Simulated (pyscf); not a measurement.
HO–InH–SH → HO–In [singlet] + H₂S, a 1,1-elimination (singlet surface; In–S, H–In broken, H–S formed). Optimised with ωB97X-D3(BJ)/def2-SVP in PySCF. Correlated levels are frozen-core, on RHF or UHF. ΔMP2 is the change of the MP2 total energy from the triple- to the quadruple-zeta basis. Energies in kcal/mol from the reactant's lowest minimum found.

AM1 to PM7: differences of heats of formation from MOPAC. 

Task: In single points PM6 puts the saddle at 39.4 kcal/mol and the reaction energy at -17.5 kcal/mol. Should these be trusted to within a few kcal/mol? Compare with CCSD(T)/def2-TZVPP + ΔMP2(QZVPP).

Result: CCSD(T)/def2-TZVPP + ΔMP2(QZVPP) gives ΔE‡ = 46.1 kcal/mol and ΔE = +5.2 kcal/mol. PM6 lies 6.7 kcal/mol under it in the barrier and 22.7 kcal/mol under it in the reaction energy, so on this step it does not hold to within 3.0 kcal/mol. CCSD(T)/def2-TZVPP + ΔMP2(QZVPP) has limits of its own. On the product side the descent ends in a bound adduct, 9.5 kcal/mol under the separated species and 49.4 kcal/mol under the saddle at ωB97X-D3(BJ)/def2-TZVP. At ωB97X-D3(BJ) the barrier from the zero used here is 52.7 kcal/mol. One saddle was located; it need not be the lowest between these sides. The CCSD(T) − MP2 part came from Ansatz, without density fitting, on the same reference. The frozen core leaves the outer d or s,p core shells of the metals and heavy elements correlated in the MP2 and CC values, and def2-TZVPP describes them poorly, which can shift differences by a few kcal/mol. Elements past Kr carry the def2 core potentials, without spin-orbit coupling.
